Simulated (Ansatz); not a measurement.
`Cc1ccno1`, 11 atoms. The species carries charge 0 and has multiplicity 1. All runs use 4 threads of an Intel Xeon Platinum 8488C on a shared host. Correlated methods freeze the cores.

Q: How many basis functions does each run have, and how long does it take in Ansatz? RKS PBE0-D4/def2-TZVPP energy; RKS PBE0-D4/def2-TZVP relaxation (8 steps); RHF-CCSD(T)/def2-SVP energy; RKS BHLYP-D4/def2-TZVPP energy; RKS PBE0-D4/def2-TZVP frequencies; RKS ωB97M-V/def2-SVP energy; RKS HSE06 (plane-wave form)-D4/def2-TZVPP energy; RKS PBE0-D4/def2-QZVPP energy; RHF-CCSD(T)/def2-TZVPP energy; RKS PBE0-D4/def2-SVP energy; RKS r2SCAN0-D4/def2-TZVPP energy; RHF-MP2/def2-QZVPP energy. (An estimate is asked.)

A: Computed: Other jobs shared the machine, so times are rough.

```tsv
level	job	functions	wall time	peak host memory (GiB)
RKS PBE0-D4/def2-SVP	energy	109	0.95 s	0.24
RKS ωB97M-V/def2-SVP	energy	109	2.3 s	0.32
RKS BHLYP-D4/def2-TZVPP	energy	256	2.6 s	0.61
RKS HSE06 (plane-wave form)-D4/def2-TZVPP	energy	256	3 s	0.61
RKS PBE0-D4/def2-TZVPP	energy	256	3 s	0.57
RKS r2SCAN0-D4/def2-TZVPP	energy	256	4.3 s	0.61
RHF-CCSD(T)/def2-SVP	energy	109	4.8 s	0.6
RKS PBE0-D4/def2-QZVPP	energy	492	6.5 s	1.6
RKS PBE0-D4/def2-TZVP	relaxation (8 steps)	216	29 s	0.56
RHF-MP2/def2-QZVPP	energy	492	33 s	3.4
RHF-CCSD(T)/def2-TZVPP	energy	256	120 s	6.3
RKS PBE0-D4/def2-TZVP	frequencies	216	2.1 min	0.58
```
